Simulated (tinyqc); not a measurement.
Ways to converge the cycle: SCF convergence aids in the sto-3g basis, for H2O, spin multiplicity 1. Computed by the program tinyqc with PySCF. Command: `OMP_NUM_THREADS=1 python tinyqc.py 113085 113086 out.jsonl`; one thread of a shared host (Intel(R) Xeon(R) Processor @ 2.60GHz), about 0.7 s.

Geometry (angstrom):
```
atom       x        y       z
O     0.0000   0.0000  0.0000
H     0.0000   0.7500  0.6480
H     0.0000  -0.7500  0.6480
```

lowest restricted solution found by these runs and by PySCF = -74.965773 hartree

RHF with one setting changed at a time; a run stops when the energy changes by less than 1e-09 hartree and the error matrix is below 1e-5. The start is random orbitals. Damping d keeps d of the old density; a shift (hartree) raises the virtual levels; DIIS n extrapolates F over n matrices.

Largest element of the error matrix X^T (FDS - SDF) X:
```
iteration    plain  damping 0.3  damping 0.6  shift 0.4   DIIS 3   DIIS 8
1          4.9e+00      4.9e+00      4.9e+00    4.9e+00  4.9e+00  4.9e+00
2          5.0e-01      1.5e+00      3.0e+00    4.8e-01  5.0e-01  5.0e-01
3          9.4e-02      4.7e-01      1.8e+00    3.1e-01  9.4e-02  9.4e-02
4          3.1e-02      1.4e-01      1.1e+00    1.5e-01  3.2e-02  3.2e-02
5          1.6e-02      6.0e-02      6.6e-01    8.9e-02  8.0e-03  7.9e-03
6          7.9e-03      2.8e-02      4.0e-01    6.0e-02  3.2e-03  1.5e-03
8          1.9e-03      9.5e-03      1.5e-01    2.5e-02  1.1e-04  2.1e-05
10         4.7e-04      3.9e-03      5.2e-02    1.0e-02  5.6e-06  1.3e-06
14         2.8e-05      6.8e-04      1.1e-02    1.7e-03        -        -
20               -      4.9e-05      2.3e-03    1.2e-04        -        -
30               -            -      2.3e-04          -        -        -
45               -            -      7.7e-06          -        -        -
```

How each run ends:
```
run          iterations  E (hartree)         state
plain                16   -74.965773  lowest found
damping 0.3          24   -74.965773  lowest found
damping 0.6          46   -74.965773  lowest found
shift 0.4            26   -74.965773  lowest found
DIIS 3               11   -74.965773  lowest found
DIIS 8               10   -74.965773  lowest found
```

6 of 6 runs reach the lowest restricted solution found, in 10 to 46 iterations (fastest: DIIS 8). Plain steps already contract here, so damping only slows them. DIIS 3 and DIIS 8 gain by cancelling the error over several earlier matrices, much as a quasi-Newton step does.
